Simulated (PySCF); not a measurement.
## C2H2, SMILES `C#C` (charge 0, multiplicity 1)

These are PBE-D3(BJ)/def2-TZVP // TPSS-D3(BJ)/def2-SVP run with PySCF values and carry that method's errors.

* **HOMO**: -7.11 eV
* **dipole moment**: 0.00 D
* **LUMO**: -0.31 eV
* **HOMO–LUMO gap**: 6.79 eV
* **total energy**: -77.2524 Ha
* **cost**: very roughly 9 core-seconds

Bonds (Å): C1–C2 1.215, C1–H3 1.076, C2–H4 1.076. Bond angles (°): C2–C1–H3 180.0, C1–C2–H4 180.0.
Charge 0, spin multiplicity 1.
